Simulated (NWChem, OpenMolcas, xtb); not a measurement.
A ladder of methods for AlCl2 (SMILES [Cl][Al][Cl])

AlCl2 has 3 atoms, charge 0, and is taken as a doublet. SMILES: `[Cl][Al][Cl]`. The coordinates come from a PBE0-D4/def2-TZVP relaxation.

```xyz
3

Cl    1.3748    0.8683    0.8387
Al   -0.4321    0.5207   -0.1772
Cl   -0.9536   -1.4538   -0.6747
```

Quantity: the dipole moment, in D. The values are calculated.

```json
{"level": "GFN0-xTB", "kind": "semi-empirical", "program": "xtb", "value (D)": "3.38", "CPU time": "under 2 s"}
{"level": "GFN1-xTB", "kind": "semi-empirical", "program": "xtb", "value (D)": "3.50", "CPU time": "under 2 s"}
{"level": "GFN2-xTB", "kind": "semi-empirical", "program": "xtb", "value (D)": "1.26", "CPU time": "under 2 s"}
{"level": "UHF/STO-3G", "kind": "Hartree–Fock", "program": "OpenMolcas", "value (D)": "4.15", "CPU time": "1.8 s"}
{"level": "UHF/3-21G", "kind": "Hartree–Fock", "program": "OpenMolcas", "value (D)": "2.99", "CPU time": "1.9 s"}
{"level": "UHF/def2-SVP", "kind": "Hartree–Fock", "program": "OpenMolcas", "value (D)": "1.94", "CPU time": "2.7 s"}
{"level": "USPW92/6-31++G** (RICD fitting, spherical functions)", "kind": "LDA", "program": "OpenMolcas", "value (D)": "1.63", "CPU time": "4.1 s"}
{"level": "UPBE/STO-3G", "kind": "GGA", "program": "OpenMolcas", "value (D)": "3.32", "CPU time": "4 s"}
{"level": "UPBE-D3(BJ)/cc-pVDZ-DK (sfX2C, density fitting)", "kind": "GGA", "program": "NWChem", "value (D)": "?", "CPU time": "11 s"}
{"level": "UPBE/6-31G* (spherical functions)", "kind": "GGA", "program": "OpenMolcas", "value (D)": "1.50", "CPU time": "9 s"}
```

(1) Estimate what the levels marked ? give.

Answers

(1) As computed at these levels: UPBE-D3(BJ)/cc-pVDZ-DK (sfX2C, density fitting): 1.32 D. The values span 1.26 to 4.15 D. Sets without polarisation functions give poor dipoles. Without the sets that lack polarisation functions the rows with a basis span only 1.32 to 1.94 D. CPU times are rough (shared hosts, several kinds of processor): they show what a rung costs within a factor of a few.
